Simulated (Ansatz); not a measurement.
System: SiH₃, net charge 0, doublet state. 
Structure (B3LYP-D3(BJ)/def2-TZVP (Ansatz, a program for electronic structure) minimum search):
```xyz
4

Si    -0.0021     0.0010     0.0803
H      0.0008     1.4066    -0.3921
H      1.2360    -0.7020    -0.3341
H     -1.2075    -0.7183    -0.3975
```
Charge 0, spin multiplicity 2.

Quantity: vertical ionisation energy (to the singlet state of charge +1; each state is the SCF solution reached for its spin; the molecule has degenerate orbitals, so one determinant may break the symmetry), in eV. Valence correlation only, unless marked. Open shells are spin-unrestricted. No spin-orbit coupling. Non-relativistic. Basis-set limits of correlation are two-point, X^-3; Hartree-Fock from the larger set.

CCSD(T)/CBS(def2-TZVPPD,def2-QZVPPD) (Ansatz) gives 8.84 eV.

**Question.** Another calculation gave 8.81 eV. Which level was it?
(A) r2SCAN/def2-TZVPD (Ansatz)
(B) PBE0/def2-TZVPD (Ansatz)
(C) BHLYP/def2-TZVPD (Ansatz)

**Answer.** C, BHLYP/def2-TZVPD (Ansatz). The others give 8.96 (PBE0), 9.07 (r2SCAN) eV.
